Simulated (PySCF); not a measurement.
From one molecule to another.

First species: fluoromethylsilane, CH5FSi.
Numbering: `[CH3:1][SiH2:2][F:3]` (hydrogens: H4, H5, H6 on C1; H7, H8 on Si2)

Structure used (PBE0-D3(BJ)/def2-TZVP), in Å, numbered top down from 1:
```
atom  x, y, z in Å
C1    -0.9045    0.1366   -0.3543
Si2    0.8056   -0.1652    0.2927
F3     1.4286    1.2183    0.8129
H4    -1.5578    0.5297    0.4275
H5    -0.8900    0.8474   -1.1834
H6    -1.3356   -0.8005   -0.7179
H7     1.7042   -0.6843   -0.7690
H8     0.7964   -1.1037    1.4429
```

Second species: C₂H₂O.
Structure used (PBE0-D3(BJ)/def2-TZVP), in Å, numbered top down from 1:
```xyz
5
C2H2O angstrom
C     -0.482   -0.035    0.225
C      0.696    0.031   -0.336
O      1.740    0.088   -0.831
H     -1.163   -0.823   -0.058
H     -0.758    0.702    0.965
```

Levels: CAM-B3LYP/aug-cc-pVTZ for dipole moment, HOMO energy, LUMO energy, HOMO–LUMO gap, static isotropic polarisability and electronic spatial extent ⟨r²⟩ about the centre of nuclear charge; TDDFT CAM-B3LYP/aug-cc-pVTZ for lowest singlet excitation; TDA CAM-B3LYP/aug-cc-pVTZ for lowest triplet excitation (Tamm–Dancoff); PBE0-D3(BJ)/def2-TZVP for rotational constant A and rotational constant C. Geometries: PBE0-D3(BJ)/def2-TZVP. All species are isolated and taken at one optimised geometry, non-relativistic unless stated. Electronic properties by PySCF.

| property | column X | column Y |
| --- | --- | --- |
| dipole moment | 1.53 D | 1.78 D |
| HOMO energy | -8.52 eV | -10.68 eV |
| LUMO energy | 0.20 eV | 0.25 eV |
| HOMO–LUMO gap | 8.72 eV | 10.93 eV |
| lowest singlet excitation | 3.93 eV | 8.10 eV |
| lowest triplet excitation (Tamm–Dancoff) | 3.59 eV | 7.60 eV |
| static isotropic polarisability | 28.7 au | 40.1 au |
| electronic spatial extent ⟨r²⟩ about the centre of nuclear charge | 144 bohr² | 266 bohr² |
| rotational constant A | 283.580 GHz | 19.962 GHz |
| rotational constant C | 10.016 GHz | 5.517 GHz |

(1) Which column belongs to which species?

(2) How does each property change from the first species to the second?

Results:

(1) Column X is the second species and column Y the first. The first has 8 atoms and 34 electrons, the second 5 and 22.

(2) dipole moment -0.25 D; HOMO energy +2.16 eV; LUMO energy -0.05 eV; HOMO–LUMO gap -2.21 eV; lowest singlet excitation -4.17 eV; lowest triplet excitation (Tamm–Dancoff) -4.01 eV; static isotropic polarisability -11.4 au; electronic spatial extent ⟨r²⟩ about the centre of nuclear charge -122 bohr²; rotational constant A +263.618 GHz; rotational constant C +4.499 GHz.

On the first: S1 lies 2.83 eV below the HOMO–LUMO gap; its leading configuration is HOMO→LUMO+1, weight 0.67. The principal polarisabilities are 36.9, 38.9 and 44.3 au; their mean is the isotropic value. Geometry: PBE0-D3(BJ)/def2-TZVP; no solvent, vibrations or thermal averaging.

On the second: The vertical singlet–triplet gap S1 − T1 is 0.34 eV (TDDFT singlet less Tamm–Dancoff triplet). In wavenumbers S1 is 31700 cm⁻¹ (1 eV = 8065.54 cm⁻¹). Geometry: PBE0-D3(BJ)/def2-TZVP; no solvent, vibrations or thermal averaging.
